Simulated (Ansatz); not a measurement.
A made-up structure of CH$_{3}$BO, singlet:

```xyz
6
angstrom
C -0.3588 0.3121 -0.2079
B 0.6980 -0.6072 0.4045
O 1.5302 -1.3312 0.8866
H 1.0118 -1.4753 -0.2813
H 0.1044 1.2208 -0.5975
H -0.8745 -0.1912 -1.0280
```

It is relaxed with PBE-D4/def2-SVP and then PBE0-D4/def2-TZVP (Ansatz 0.2.0). Atoms count as bonded within 1.22 times the sum of their covalent radii (H–H: 0.88 Å). The end point is not checked to be a true minimum.

Q: Does its bonding change? (Judge from chemistry; the calculation decides.)

A: By the calculation: Yes. Formed: O3–H4; broken: B2–H4.

Where it ends: The first stage lowers the energy by 2.85 eV in 18 steps. It ends as CH₃BO ([CH2][B][OH]):
| atom | x (Å) | y (Å) | z (Å) |
| --- | --- | --- | --- |
| C1 | -0.3270 | 0.3558 | -0.4424 |
| B2 | 0.5411 | -0.5580 | 0.1283 |
| O3 | 1.3491 | -1.4144 | 0.7158 |
| H4 | 1.9195 | -1.9218 | 0.1299 |
| H5 | -0.0412 | 1.3865 | -0.6128 |
| H6 | -1.3305 | 0.0800 | -0.7424 |

Labels in which every atom is bracketed show which atoms are joined, not bond orders.

For scale, one of the runs: PBE0-D4/def2-TZVP relaxation, 111 basis functions, launched by `ansatz run in.yaml --threads 2 --pin off --events-out ev --progress --plain --max-ram 4352MiB`. Hardware: 2 CPU threads of an Arm Neoverse V1, shared host. Wall time about 15 s.
